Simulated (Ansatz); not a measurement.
**CH₅O (doublet): from Hartree-Fock to the top rungs at distance C1–H5 along a hydrogen transfer = 1.090 Å, cc-pVDZ**

How much of the correlation energy of CH₅O (doublet) does each wave-function method recover here?

Program: Ansatz 0.2.0, Gaussian basis. Level of theory: cc-pVDZ, core rule «outside noble gas», up to 2 orbitals frozen. These are calculated values, not measurements.

Plan: UHF; CCSD(T) on ROHF; CCSD(T) on UHF; BCCD(T) on ROHF; CISD; CCSDT(Q) on ROHF; CCSDT(Q) on UHF; CASSCF and MRCISD+Q, 3 electrons in 3 orbitals; CASSCF and NEVPT2, 3 electrons in 3 orbitals.

## (1) What is computed

The geometry derives from fragments relaxed apart (PBE0/def2-TZVP) and kept rigid, so it is no stationary point. A hydrogen atom is moved between rigid fragments.

7 atoms, charge 0, spin multiplicity 2.

Atoms are counted from 1 here; the program's logs count them from 0.

Bond lengths: C1–H2 1.090 Å, C1–H3 1.090 Å, C1–H4 1.090 Å, C1–H5 1.090 Å, O6–H7 0.973 Å. Angles: H2–C1–H3 109.5°, H2–C1–H4 109.5°, H2–C1–H5 109.5°, H3–C1–H4 109.5°, H3–C1–H5 109.5°, H4–C1–H5 109.5°.

## (2) UHF

The input, in.yaml:

```yaml
crystal:
  periodic: [false, false, false]
  atoms:
    - {symbol: C, position_ang: [-1.387831, 0.028666, 0.000000]}
    - {symbol: H, position_ang: [-1.751037, 1.055967, 0.000000]}
    - {symbol: H, position_ang: [-1.751037, -0.484985, 0.889668]}
    - {symbol: H, position_ang: [-1.751037, -0.484984, -0.889669]}
    - {symbol: H, position_ang: [-0.298214, 0.028666, 0.000000]}
    - {symbol: O, position_ang: [1.294169, 0.028666, 0.000000]}
    - {symbol: H, position_ang: [1.546028, -0.911284, 0.000000]}
basis:
  gaussian: {orbitals: cc-pVDZ}
magnetization: {spin_polarized: true, initial_magnetization: 1}
hamiltonian: {xc: hf}
output: {orbitals: {seedname: orbitals}}
```

Started as:

```bash
ansatz run in.yaml --threads 1 --pin off --events-out ev --progress --plain --max-ram 4096MiB --backend cpu
```

After this run come: CCSD(T) on ROHF; CCSD(T) on UHF; BCCD(T) on ROHF; CISD; CCSDT(Q) on ROHF; CCSDT(Q) on UHF; CASSCF and MRCISD+Q, 3 electrons in 3 orbitals; CASSCF and NEVPT2, 3 electrons in 3 orbitals.

**Question.** What will the summary of the whole plan be? Wanted: UCCSDT(Q) below the RHF energy; RMP2 from UCCSDT(Q); UMP2 from UCCSDT(Q); RCCSD from UCCSDT(Q); RCCSD(T) from UCCSDT(Q); UCCSD(T) from UCCSDT(Q); RCCSDT(Q) from UCCSDT(Q); NEVPT2 pair from UCCSDT(Q); MRCISD+Q pair from UCCSDT(Q).

**Answer**, as computed:

| quantity | value |
| --- | --- |
| UCCSDT(Q) below the RHF energy | -10.0266 eV |
| RMP2 from UCCSDT(Q) | +28.52 kcal/mol |
| UMP2 from UCCSDT(Q) | +28.55 kcal/mol |
| RCCSD from UCCSDT(Q) | +4.79 kcal/mol |
| RCCSD(T) from UCCSDT(Q) | +0.72 kcal/mol |
| UCCSD(T) from UCCSDT(Q) | +0.71 kcal/mol |
| RCCSDT(Q) from UCCSDT(Q) | +0.02 kcal/mol |
| NEVPT2 pair from UCCSDT(Q) | +27.31 kcal/mol |
| MRCISD+Q pair from UCCSDT(Q) | +2.43 kcal/mol |
| levels within 1 kcal/mol (43 meV) | RCCSD(T), UCCSD(T), BCCD(T), RCCSDT, UCCSDT, RCCSDT(Q) |
| T1 diagnostic | 0.016 |

In words: RCCSD(T) misses by +0.72 kcal/mol, 0.3 % of the correlation energy. Of the multireference levels listed MRCISD+Q pair comes nearest in total energy (+2.43 kcal/mol), which doesn't show that its space is the better one. These misses are within one basis, not against nature; the frozen cores of restricted and unrestricted runs differ, which can shift their rows.
